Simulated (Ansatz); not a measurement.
Basis-set extrapolation for C4H10O2 (`CC(O)CCO`) (PBE0-D4/def2-TZVP geometry, frozen core, the Gaussian-basis code of Ansatz). Multiplicity 1, RHF reference.

```tsv
	def2-TZVPP	def2-QZVPP
HF	-307.138791	-307.153230
MP2 correlation	-1.183115	-1.266634
CCSD(T) correlation	-1.276424	not run
```

Energies in hartree. Use E(X) = E(∞) + A·exp(−7.88·√X) for Hartree–Fock and E(X) = E(∞) + B·X^(−2.97) for correlation, with X = 3 and 4, and add CCSD(T) minus MP2 of the smaller set to the MP2 limit.

Question: What is the CCSD(T) energy at the basis-set limit?

Answer: HF limit: -307.153230 + (-0.014439) × 0.13774 = -307.15522. MP2 limit: -1.266634 + (-0.083519) × 0.74074 = -1.32850. Higher-order term: -1.276424 − (-1.183115) = -0.09331. Total: -308.57703 hartree, 4.40 eV below CCSD(T)/def2-TZVPP.
